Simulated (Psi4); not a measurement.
Psi4 input (wB97X-D/6-31G*):

```
memory 1500 MB

molecule {
0 2
C     0.17374100    0.87290308   -0.00032070
C     1.58893377    0.53736175   -0.01617525
Cl   -0.85056784   -0.69876990    0.00792755
H    -0.14506536    1.39307162    0.89742769
H    -0.16432700    1.39624905   -0.88913114
H     2.10649887    0.31243964    0.90551097
H     2.08649814    0.31573899   -0.94960019
symmetry c1
no_reorient
no_com
}

set {
  basis 6-31G*
  reference uks
  scf_type pk
  dft_radial_points 99
  dft_spherical_points 590
  e_convergence 1e-8
  d_convergence 1e-7
  maxiter 150
}

e = energy('wb97x-d')
print_out(f'\nFINAL {e:.10f} DIPOLE {variable("CURRENT DIPOLE")[0]:.6f} {variable("CURRENT DIPOLE")[1]:.6f} {variable("CURRENT DIPOLE")[2]:.6f}\n')
```

From the last part of the output:

```
              A
    DOCC [    16 ]
    SOCC [     1 ]
    NA   [    17 ]
    NB   [    16 ]

  @UKS Final Energy:  -538.70887934687300

   => Energetics <=

    Nuclear Repulsion Energy =             93.6183149666252774
    One-Electron Energy =                -926.1345129845499287
    Two-Electron Energy =                 322.8036012570760818
    DFT Exchange-Correlation Energy =     -28.9947935211605454
    Empirical Dispersion Energy =          -0.0014890648638948
    VV10 Nonlocal Energy =                  0.0000000000000000
    Total Energy =                       -538.7088793468730046

  UHF NO Occupations:
  HONO-2 :   15  A 1.9990084
  HONO-1 :   16  A 1.9984354
  HONO-0 :   17  A 1.0000000
  LUNO+0 :   18  A 0.0015646
  LUNO+1 :   19  A 0.0009916
  LUNO+2 :   20  A 0.0003047
  LUNO+3 :   21  A 0.0002291

Computation Completed

Properties will be evaluated at   0.000000,   0.000000,   0.000000 [a0]

Properties computed using the SCF density matrix

 Multipole Moments:

 ------------------------------------------------------------------------------------
     Multipole            Electronic (a.u.)      Nuclear  (a.u.)        Total (a.u.)
 ------------------------------------------------------------------------------------

 L = 1.  Multiply by 2.5417464519 to convert [e a0] to [Debye]
 Dipole X            :          0.6032995           -0.0000000            0.6032995
 Dipole Y            :          0.7169551           -0.0000000            0.7169551
 Dipole Z            :         -0.0052293           -0.0000000           -0.0052293
 Magnitude           :                                                    0.9370284

 ------------------------------------------------------------------------------------

FINAL -538.7088793469 DIPOLE 0.603299 0.716955 -0.005229

*** Psi4 exiting successfully. Buy a developer a beer!
```
